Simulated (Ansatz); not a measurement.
# BHO (singlet): from Hartree-Fock to the top rungs at scale of all distances = 1.308, 6-31G

Aim: climb from Hartree-Fock through coupled cluster and multireference methods for BHO (singlet) at one geometry and basis, and see what each rung misses.

Program: Ansatz 0.2.0, Gaussian basis. Level of theory: 6-31G, core rule «outside noble gas», up to 2 orbitals frozen. These are calculated values, not measurements.

Plan: UHF; CCSD(T) on RHF; CCSD(T) on UHF; BCCD(T) on RHF; CISD; CCSDT(Q) on RHF; CCSDT(Q) on UHF; CISDTQ; CCSDTQ on RHF; CASSCF and MRCISD+Q, 2 electrons in 2 orbitals; CASSCF and NEVPT2, 2 electrons in 2 orbitals; CASSCF and MRCISD+Q, 10 electrons in 9 orbitals; CASSCF and MRCISD+Q(relaxed), 10 electrons in 9 orbitals; CASSCF and NEVPT2, 10 electrons in 9 orbitals; Full CI.

20 further runs of the same task are left out: 2 for a mislabelled method, 4 for a known fault of the program, 10 that didn't finish, 4 set aside as unsound or not needed.

### Step 1. The geometry

The geometry derives from a PBE0/def2-TZVP stationary point (not a proven minimum). All distances are scaled together.

3 atoms, charge 0, spin multiplicity 1.

Atoms are counted from 1 here; the program's logs count them from 0.

Bond lengths: B1–O2 1.567 Å.

### Step 2. UHF

Input file in.yaml:

```yaml
crystal:
  periodic: [false, false, false]
  atoms:
    - {symbol: B, position_ang: [0.000000, 0.000000, 0.011011]}
    - {symbol: O, position_ang: [0.000000, 0.000000, -1.555922]}
    - {symbol: H, position_ang: [0.000000, 0.000000, 1.544912]}
basis:
  gaussian: {orbitals: 6-31G}
magnetization: {spin_polarized: true, initial_magnetization: 0}
hamiltonian: {xc: hf}
output: {orbitals: {seedname: orbitals}}
```

On the command line:

```bash
$ ansatz run in.yaml --threads 1 --pin off --events-out ev --progress --plain --max-ram 2393MiB
```

After this run come: CCSD(T) on RHF; CCSD(T) on UHF; BCCD(T) on RHF; CISD; CCSDT(Q) on RHF; CCSDT(Q) on UHF; CISDTQ; CCSDTQ on RHF; CASSCF and MRCISD+Q, 2 electrons in 2 orbitals; CASSCF and NEVPT2, 2 electrons in 2 orbitals; CASSCF and MRCISD+Q, 10 electrons in 9 orbitals; CASSCF and MRCISD+Q(relaxed), 10 electrons in 9 orbitals; CASSCF and NEVPT2, 10 electrons in 9 orbitals; Full CI.

Q: Predict the results of all the runs planned. Wanted: FCI below the RHF energy; RMP2 from FCI; RCCSD from FCI; RCCSD(T) from FCI; RCCSDT(Q) from FCI; NEVPT2 pair from FCI; MRCISD+Q pair from FCI; NEVPT2 valence from FCI; T1 diagnostic.

The runs gave:

| quantity | value |
| --- | --- |
| FCI below the RHF energy | -6.8274 eV |
| RMP2 from FCI | +43.9 kJ/mol |
| RCCSD from FCI | +49.6 kJ/mol |
| RCCSD(T) from FCI | +5.7 kJ/mol |
| RCCSDT(Q) from FCI | -4.0 kJ/mol |
| NEVPT2 pair from FCI | +73.3 kJ/mol |
| MRCISD+Q pair from FCI | +25.6 kJ/mol |
| NEVPT2 valence from FCI | +42.1 kJ/mol |
| levels within 1 kcal/mol (43 meV) | BCCD(T), RCCSDT, RCCSDT(Q), RCCSDTQ, MRCISD+Q(relaxed) valence |
| T1 diagnostic | 0.059 |
| effectively unpaired electrons | 0.21 |

**Reading.** RCCSD(T) misses by +5.7 kJ/mol, 0.9 % of the correlation energy. RCCSDT(Q), RCCSDTQ fall below full CI, which methods that aren't variational can do. The occupations show some static correlation. Of the multireference levels listed MRCISD+Q(relaxed) valence comes nearest in total energy (+0.2 kJ/mol), which doesn't show that its space is the better one. These misses are within one basis, not against nature.
